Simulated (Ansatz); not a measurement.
A made-up structure of HS2O, doublet:

```xyz
4
angstrom
S -1.6410 -0.7697 1.0424
O 0.9485 0.4830 -0.5984
S -0.4232 0.7866 0.3318
H 0.8652 -0.4834 -0.6072
```

It is relaxed with PBE-D4/def2-SVP and then PBE0-D4/def2-TZVP (Ansatz 0.2.0). Atoms count as bonded within 1.22 times the sum of their covalent radii (H–H: 0.88 Å). The end point is not checked to be a true minimum.

Does its bonding change? (A judgement: the text doesn't fix the answer.)

Computed: No: no bond forms or breaks.

Where it ends: The first stage lowers the energy by 0.47 eV in 7 steps. It ends as HS₂O ([OH][S][S]):
| atom | x (Å) | y (Å) | z (Å) |
| --- | --- | --- | --- |
| S1 | -1.4341 | -0.7041 | 0.9087 |
| O2 | 0.8279 | 0.4155 | -0.5236 |
| S3 | -0.4774 | 0.8558 | 0.3729 |
| H4 | 0.8332 | -0.5509 | -0.5894 |

Labels in which every atom is bracketed show which atoms are joined, not bond orders.

For scale, one of the runs: PBE0-D4/def2-TZVP relaxation, 111 basis functions, launched by `ansatz run in.yaml --threads 2 --pin off --events-out ev --progress --plain --max-ram 4352MiB`. Hardware: 2 CPU threads of an Intel Xeon 6975P-C, shared host. Wall time about 12 s.
